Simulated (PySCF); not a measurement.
NMR data simulated for an unnamed compound:

¹H NMR (600 MHz, computed): δ 1.27 (m, 4H), 1.00 (m, 6H).

¹³C{¹H} NMR (computed): δ 32.4 (CH2), 17.9 (CH3).

Method: shielding tensors at B3LYP/pcSseg-2 (GIAO), B3LYP/pcJ-1 coupling constants (without the spin–dipole term), PBE0-D3(BJ)/def2-SVP geometry, in PySCF 2.14 (one conformer, in vacuum, non-relativistic, averaged over atoms made equivalent by symmetry, fast rotation or ring inversion).

Scale: ¹H (σref 31.39) and ¹³C (σref 179.19) vs TMS (reference shieldings calculated alike).

Task: Which of these does the molecule contain: an NH or NH2 group, a CH3CH2 unit, an S-methyl group, a three-membered ring?

Result: 
- An NH or NH2 group: no.
- A CH3CH2 unit: yes (δC 17.9, 32.4; δH 1.00 (m), 1.27 (m)).
- An S-methyl group: no.
- A three-membered ring: no.

The data belong to butane (CCCC, C₄H₁₀); they needn't prove each group on their own.

Carbon signals by region: 2 below 50 ppm.

Splittings below 1 Hz are ignored in the labels, and close J values are merged. Couplings among chemically equivalent protons are left out too, so labels in AA′BB′ or AA′XX′ sets are apparent multiplicities. Unscaled 3J(H,H) at this level run about 10 % above measured values. Shifts are as computed. Against solution values, carbons near 30 ppm lie about +3 ppm off and those near 130 ppm about +8 ppm. Of 1211 compounds with measured shifts, 218 miss one by over three times the rms of a fit or turn the order of signals round; such compounds aren't used in these exercises. Vicinal H,H couplings across rotating CH2–CH2 and CH–CH2 bonds are estimated from the computed gauche and anti values for equal rotamer populations, (2 J gauche + J anti)/3.
